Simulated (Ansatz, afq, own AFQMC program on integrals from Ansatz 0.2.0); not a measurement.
Two steps: Ansatz 0.2.0 writes the Fock matrix and Cholesky factors of the valence space, and afq projects on them the lowest state that overlaps trial and start.

```yaml
crystal:
  periodic: [false, false, false]
  atoms:
    - {symbol: Ge, position_ang: [0.000000, -0.037540, 0.321995]}
    - {symbol: O, position_ang: [0.000000, 0.086176, -1.528961]}
    - {symbol: H, position_ang: [0.000000, 1.337542, 1.064259]}
basis:
  gaussian: {orbitals: cc-pVTZ}
magnetization: {spin_polarized: true, initial_magnetization: 3}
correlation: {method: ccsd_t, electrons: outside_noble_gas, hamiltonian_folder: ham}
```

```sh
$ ansatz run in.yaml --threads 1 --pin off --events-out ev --progress --plain --max-ram 24576MiB --backend cuda --devices 0, --max-vram 18GiB
```

afq runs on the folder ham with

```
--method free --trial cisd --walkers 1200 --time-step 0.03 --max-blocks 4000 --target-error 0.0004 --factor-cut 1e-05 --seed 272 --times 0,0.21,0.42,0.81,1.2,1.8,2.4,3 --taylor-order 8
```

Times are imaginary, in 1/Eh. The walk had a cap of 119 s. Filled inner d shells are frozen with the cores.

Output of the walk:

```
orbitals 72  electrons 7 4  factors 493 of 542
reference energy -2150.77101770 Eh
CCSD correlation -0.28591208 Eh in 14 cycles, weight of the determinant in the CISD state 0.8936
repeat  energy at the last time / Eh  error
    10  -2151.068460  0.000500
    20  -2151.067673  0.000482
    30  -2151.067928  0.000383
time / (1/Eh)  energy / Eh  error  mean overlap
  0.00  -2151.057035  0.000085  1.1194
  0.21  -2151.063586  0.000107  1.1177
  0.42  -2151.065514  0.000120  1.1162
  0.81  -2151.066814  0.000123  1.1191
  1.20  -2151.067348  0.000126  1.1206
  1.80  -2151.067885  0.000203  1.1178
  2.40  -2151.067846  0.000284  1.1207
  3.00  -2151.067892  0.000372  1.1345
energy -2151.067892 +/- 0.000372 Eh
```

The run passed its tests (error under three times the target), which doesn't prove that it has relaxed.

Against this walk (error 10.1 meV) on the same determinant: CCSD(T) 26.5 meV higher, CCSDT(Q) 20.9 meV lower. The error is statistical, and a free projection of finite length keeps a remainder of its start.

Cautions: remainder of the start not in the error; no relativity below Rb; no spin-orbit coupling; inner d shell frozen; lower spins were not checked.

The walk took 57 s on 1 × NVIDIA H100 80GB HBM3 with 2 threads of AMD EPYC 7R13 Processor (Zen 3), on a shared host (the card was shared). The log's last line is the free-projection energy.

CCSDT and higher add their correlation energy to the determinant of the CCSD(T) run, since their own runs factorise the integrals more tightly (a shift of under 2 meV). A walk keeps the symmetry of its determinant, which the program's search chose and which needn't be the lowest solution, so a lower state of the same spin and another symmetry isn't excluded.
